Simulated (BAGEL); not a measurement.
# NEVPT2(7,7)/6-31G(d) (density fitting with qzvpp-jkfit, spherical functions) run of [AlH3]− (SMILES [AlH3-])

Aim: the energy change on altering one bond length of [AlH3]− at NEVPT2(7,7)/6-31G* (density fitting with qzvpp-jkfit, spherical functions), from 2 runs. 

Program for the calculation: BAGEL 1.2.2.

3 further runs of the same task are left out: 3 that didn't finish. Runs told in other sessions of the task aren't counted.

### 1 The structure to begin with

The species is [AlH3]− (4 atoms), meant as a doublet with charge -1. SMILES: `[AlH3-]`. The shape comes from GFN2-xTB, which is rough for such elements, and wasn't checked as a minimum.

Bond lengths: Al1–H2 1.684 Å, Al1–H3 1.685 Å, Al1–H4 1.685 Å. Angles: H2–Al1–H3 101.1°, H2–Al1–H4 101.1°, H3–Al1–H4 101.1°.

### 2 The energy at NEVPT2(7,7)/6-31G(d) (density fitting with qzvpp-jkfit, spherical functions)

Input file input.json:

```json
{ "bagel" : [

{
  "title" : "molecule",
  "basis" : "6-31gs.json",
  "df_basis" : "qzvpp-jkfit",
  "angstrom" : true,
  "geometry" : [
    { "atom" : "Al", "xyz" : [      -0.161060,       0.455350,      -0.307260 ] },
    { "atom" : "H", "xyz" : [       0.471920,       0.754070,       1.224440 ] },
    { "atom" : "H", "xyz" : [      -1.350110,      -0.683860,       0.050500 ] },
    { "atom" : "H", "xyz" : [       1.039250,      -0.525560,      -0.967690 ] }
  ]
},

{ "title" : "hf" },

{ "title" : "casscf", "nstate" : 1, "nact" : 7, "nclosed" : 5, "charge" : -1, "nspin" : 1, "maxiter" : 200, "natocc" : true },

{
  "title" : "nevpt2",
  "nstate" : 1,
  "nact" : 7,
  "nclosed" : 5,
  "charge" : -1,
  "nspin" : 1,
  "maxiter" : 200,
  "natocc" : true,
  "ncore" : 5
},

{ "title" : "print", "file" : "orbitals.molden", "orbitals" : true }

]}
```

The basis set 6-31G* is read from a file made from the Basis Set Exchange's data (not shown).

Command:

```
$ BAGEL_NUM_THREADS=1 BAGEL input.json > input.out
```

What it wrote:

```text
* using 1 threads per process

  ===============================================================
  ===============================================================

  *** Geometry ***

  { "atom" : "Al", "xyz" : [     -0.304359,      0.860487,     -0.580637 ] },
  { "atom" : "H", "xyz" : [      0.891800,      1.424986,      2.313856 ] },
  { "atom" : "H", "xyz" : [     -2.551338,     -1.292308,      0.095431 ] },
  { "atom" : "H", "xyz" : [      1.963898,     -0.993164,     -1.828669 ] },

  Number of auxiliary basis functions:      182

  Since a DF basis is specified, we compute 2- and 3-index integrals:
    o Being stored without compression. Storage requirement is 0.001 GB

  Number of basis functions:       24
  Number of electrons      :       16

    * METHOD: MOLECULE                             0.02

  *** RHF ***

  === Nuclear Repulsion ===
    12.8604091249

      * DIIS with orbital gradients will be used.

  === RHF iteration (6-31gs.json) ===
      0       -243.52969855          0.01332380           0.00
      1       -243.54806321          0.00283037           0.00
      2       -243.54930626          0.00071636           0.00
      3       -243.54938553          0.00012867           0.00
      4       -243.54938721          0.00001131           0.00
      5       -243.54938723          0.00000117           0.00
      6       -243.54938723          0.00000010           0.00
      7       -243.54938723          0.00000002           0.00
      8       -243.54938723          0.00000000           0.00
    * SCF iteration converged.

    * Permanent dipole moment:
           (    0.430138,    -1.216538,     0.820605) a.u.

    * METHOD: HF                                   0.03

  ---------------------------
      CASSCF calculation
  ---------------------------

    * nstate   :      1
    * nclosed  :      5
    * nact     :      7
    * nvirt    :     12
  === CASSCF iteration (6-31gs.json) ===

    * Using the second-order algorithm

      0  0      -243.59147373     1.63e-02      0.01

      1  0      -243.60879159     2.23e-03      0.01

      2  0      -243.62822064     3.06e-03      0.02

      3  0      -243.63665815     6.82e-04      0.02

      4  0      -243.63694028     2.17e-04      0.02

      5  0      -243.63694295     9.04e-05      0.02

      6  0      -243.63694335     3.94e-05      0.02

      7  0      -243.63694343     1.75e-05      0.02

      8  0      -243.63694345     7.82e-06      0.02

      9  0      -243.63694345     3.51e-06      0.02

     10  0      -243.63694345     1.57e-06      0.02

     11  0      -243.63694345     7.07e-07      0.01

     12  0      -243.63694345     3.18e-07      0.01

     13  0      -243.63694345     1.43e-07      0.01

     14  0      -243.63694345     6.42e-08      0.01

     15  0      -243.63694345     2.89e-08      0.01

     16  0      -243.63694345     1.30e-08      0.01

     17  0      -243.63694345     5.92e-09      0.01

    * Second-order optimization converged. *

     guess   0:   closed 111....              open ...1...

  === FCI iteration ===

      0  0      -243.59362744     6.54e-03      0.00
      1  0      -243.63561280     1.49e-03      0.00
      2  0      -243.63688220     3.06e-04      0.00
      3  0      -243.63694011     6.45e-05      0.00
      4  0      -243.63694322     1.80e-05      0.00
      5  0      -243.63694344     4.81e-06      0.00
      6  0      -243.63694345     8.96e-07      0.00
      7  0      -243.63694345     2.66e-07      0.00
      8  0      -243.63694345     5.39e-08      0.00
      9  0      -243.63694345     1.65e-08      0.00
     10  0      -243.63694345     5.44e-09      0.00
     11  0      -243.63694345     1.79e-09      0.00
     12  0      -243.63694345     4.69e-10      0.00
     13  0      -243.63694345     1.56e-10      0.00
     14  0 *    -243.63694345     4.24e-11      0.00

     * ci vector, state   0, <S^2> = 0.7500
       222a...     0.9819449282
       2.2a..2     0.0576137370
       22.a.2.     0.0574387911

    * METHOD: CASSCF                               0.28

    * freezing 5 orbitals

  === DF-NEVPT2 calculation ===

    * 3-index integral transformation done
    * assembly done

      NEVPT2 correlation energy:   -0.0248534997      0.00

          (+0)      0.0000000000
          (+0)'     0.0000000000
          (+1)      0.0000000000
          (+1)'     0.0000000000
          (+2)      0.0000000000
          (-1)      0.0000000000
          (-1)'    -0.0091417020
          (-2)     -0.0157117977

      NEVPT2 total energy:       -243.6617969534

    * METHOD: NEVPT2                               1.08

    * METHOD: PRINT                                0.00

  ===============================================================
```

It took 1.8 s on 1 thread of Intel Xeon 6975P-C (Granite Rapids), shared host; peak memory 0.2 GiB.

### 3 The distorted shape

Input file calc.json:

```json
{ "bagel": [

{
  "title": "molecule",
  "basis": "6-31gs.json",
  "df_basis": "qzvpp-jkfit",
  "angstrom": true,
  "geometry": [
    { "atom": "Al", "xyz": [       0.195685,       0.797142,      -0.414597 ] },
    { "atom": "H", "xyz": [       0.828665,       1.095862,       1.117103 ] },
    { "atom": "H", "xyz": [      -1.350110,      -0.683860,       0.050500 ] },
    { "atom": "H", "xyz": [       1.395995,      -0.183768,      -1.075027 ] }
  ]
},

{ "title": "hf" },

{ "title": "casscf", "nstate": 1, "nact": 7, "nclosed": 5, "charge": -1, "nspin": 1, "maxiter": 200, "natocc": true },

{
  "title": "nevpt2",
  "nstate": 1,
  "nact": 7,
  "nclosed": 5,
  "charge": -1,
  "nspin": 1,
  "maxiter": 200,
  "natocc": true,
  "ncore": 5
},

{ "title": "print", "file": "orbitals.molden", "orbitals": true }

]}
```

The basis set 6-31G* is read from a file made from the Basis Set Exchange's data (not shown).

Command:

```
$ BAGEL_NUM_THREADS=1 BAGEL calc.json > calc.out
```

What it wrote:

```text
* using 1 threads per process

  ===============================================================
  ===============================================================

  *** Geometry ***

  { "atom" : "Al", "xyz" : [      0.369791,      1.506380,     -0.783475 ] },
  { "atom" : "H", "xyz" : [      1.565950,      2.070879,      2.111019 ] },
  { "atom" : "H", "xyz" : [     -2.551338,     -1.292308,      0.095431 ] },
  { "atom" : "H", "xyz" : [      2.638048,     -0.347271,     -2.031507 ] },

  Number of auxiliary basis functions:      182

  Since a DF basis is specified, we compute 2- and 3-index integrals:
    o Being stored without compression. Storage requirement is 0.001 GB

  Number of basis functions:       24
  Number of electrons      :       16

    * METHOD: MOLECULE                             0.03

  *** RHF ***

  === Nuclear Repulsion ===
    11.8631578176

      * DIIS with orbital gradients will be used.

  === RHF iteration (6-31gs.json) ===
      0       -243.48252254          0.01367076           0.00
      1       -243.50463528          0.00316031           0.00
      2       -243.50620979          0.00092463           0.00
      3       -243.50635410          0.00017517           0.00
      4       -243.50635758          0.00002713           0.00
      5       -243.50635769          0.00000815           0.00
      6       -243.50635770          0.00000316           0.00
      7       -243.50635771          0.00000043           0.00
      8       -243.50635771          0.00000004           0.00
      9       -243.50635771          0.00000001           0.00
     10       -243.50635771          0.00000000           0.00
    * SCF iteration converged.

    * Permanent dipole moment:
           (    0.015804,    -1.414926,     0.829357) a.u.

    * METHOD: HF                                   0.05

  ---------------------------
      CASSCF calculation
  ---------------------------

    * nstate   :      1
    * nclosed  :      5
    * nact     :      7
    * nvirt    :     12
  === CASSCF iteration (6-31gs.json) ===

    * Using the second-order algorithm

      0  0      -243.56806895     1.69e-02      0.01

      1  0      -243.59849087     4.55e-03      0.02

      2  0      -243.61428381     1.03e-03      0.02

      3  0      -243.61524724     5.25e-04      0.02

      4  0      -243.61527882     2.64e-04      0.03

      5  0      -243.61528339     1.19e-04      0.02

      6  0      -243.61528422     5.23e-05      0.02

      7  0      -243.61528438     2.28e-05      0.03

      8  0      -243.61528441     9.87e-06      0.03

      9  0      -243.61528441     4.28e-06      0.02

     10  0      -243.61528442     1.85e-06      0.02

     11  0      -243.61528442     8.03e-07      0.01

     12  0      -243.61528442     3.48e-07      0.02

     13  0      -243.61528442     1.51e-07      0.02

     14  0      -243.61528442     6.55e-08      0.02

     15  0      -243.61528442     2.84e-08      0.01

     16  0      -243.61528442     1.24e-08      0.01

     17  0      -243.61528442     5.40e-09      0.01

    * Second-order optimization converged. *

     guess   0:   closed 111....              open ...1...

  === FCI iteration ===

      0  0      -243.56529811     6.46e-03      0.00
      1  0      -243.61305094     1.72e-03      0.00
      2  0      -243.61514175     4.17e-04      0.00
      3  0      -243.61527451     1.01e-04      0.00
      4  0      -243.61528354     3.00e-05      0.00
      5  0      -243.61528433     9.29e-06      0.00
      6  0      -243.61528441     2.76e-06      0.00
      7  0      -243.61528441     1.22e-06      0.00
      8  0      -243.61528442     3.86e-07      0.00
      9  0      -243.61528442     1.50e-07      0.00
     10  0      -243.61528442     4.29e-08      0.00
     11  0      -243.61528442     1.15e-08      0.00
     12  0      -243.61528442     3.03e-09      0.00
     13  0      -243.61528442     9.17e-10      0.00
     14  0      -243.61528442     2.44e-10      0.00
     15  0 *    -243.61528442     6.42e-11      0.00

     * ci vector, state   0, <S^2> = 0.7500
       222a...    -0.9742789302
       22.a2..    -0.1407296686
       22.2a..     0.0587571287
       2.2a..2    -0.0564363946
       2.2a.2.    -0.0561515126

    * METHOD: CASSCF                               0.35

    * freezing 5 orbitals

  === DF-NEVPT2 calculation ===

    * 3-index integral transformation done
    * assembly done

      NEVPT2 correlation energy:   -0.0230008540      0.00

          (+0)      0.0000000000
          (+0)'     0.0000000000
          (+1)      0.0000000000
          (+1)'     0.0000000000
          (+2)      0.0000000000
          (-1)      0.0000000000
          (-1)'    -0.0094876305
          (-2)     -0.0135132234

      NEVPT2 total energy:       -243.6382852696

    * METHOD: NEVPT2                               1.13

    * METHOD: PRINT                                0.00

  ===============================================================
```

Wall time 2 s (1 thread of Intel Xeon 6975P-C (Granite Rapids), shared host); peak memory 0.2 GiB.

### 4 What came out

Level: NEVPT2(7,7)/6-31G* (density fitting with qzvpp-jkfit, spherical functions), 5 core orbitals frozen.

```
                                                          quantity          value
                                         first shape: total energy  -243.66180 Eh
                                     distorted shape: total energy  -243.63829 Eh
energy change with the Al1–H3 bond stretched from 1.685 to 2.191 Å       0.640 eV
```

In words: With the Al1–H3 bond stretched from 1.685 to 2.191 Å the energy rises by 0.64 eV (14.8 kcal/mol). The first shape isn't relaxed at this level, so the change isn't measured from a minimum.
